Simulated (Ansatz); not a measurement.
The input, for Ansatz 0.2.0:

```yaml
crystal:
  periodic: [false, false, false]
  atoms:
    - {symbol: Si, position_ang: [0.001240, 0.079812, -0.080321]}
    - {symbol: H, position_ang: [-0.009926, 1.170671, 1.003459]}
    - {symbol: H, position_ang: [-0.055124, -3.547168, 3.569769]}
    - {symbol: H, position_ang: [0.018083, 1.163642, -1.171056]}
    - {symbol: H, position_ang: [0.012406, -1.011047, -1.164100]}
basis:
  gaussian: {orbitals: 6-31G}
total_charge: 1
magnetization: {spin_polarized: false, initial_magnetization: 1}
correlation: {method: sc_nevpt2, electrons: outside_noble_gas, active_space: {window: {electrons: 3, orbitals: 3}}}
```

```sh
$ ansatz run in.yaml --threads 1 --pin off --events-out ev --progress --plain --max-ram 2393MiB
```

Log:

```
268 factors; integrals over basis functions are off by at most 2.1e-4 eV
mean field evaluation 1: about -7904.2499 eV, gradient 9.0e0 eV
mean field evaluation 2: about -7904.2551 eV, gradient 9.0e0 eV
mean field evaluation 4: about -7910.6952 eV, gradient 7.6e0 eV
mean field evaluation 8: about -7910.9946 eV, gradient 5.1e-1 eV
mean field evaluation 16: about -7904.2499 eV, gradient 9.0e0 eV
mean field evaluation 32: about -7910.9978 eV, gradient 9.0e-4 eV
mean field -7910.99645716 eV, -290.7237575347 hartree, gradient 1.3e-6 eV, S^2 0.750000; 4 other end points of the search recorded, 0 dependent functions left out
reference -7910.99645716 eV, -290.7237575347 hartree; 9, 8 occupied and 12, 13 virtual orbitals, 268 factors
state -7911.56699464 eV, -290.7447244002 hartree
state -7911.56699464 eV, -290.7447244002 hartree; corrected -7912.53028558 eV, -290.7801246896 hartree
Total energy: -7912.53028558 eV, -290.7801246896 hartree
```

Natural occupations: 1.9564 1.0000 0.0436.

For the same geometry and basis full CI lies 552.3 meV lower.

Ran on 1 thread of Intel Xeon 6975P-C, shared host: 0.27 s wall, 0.16 GiB peak host memory.
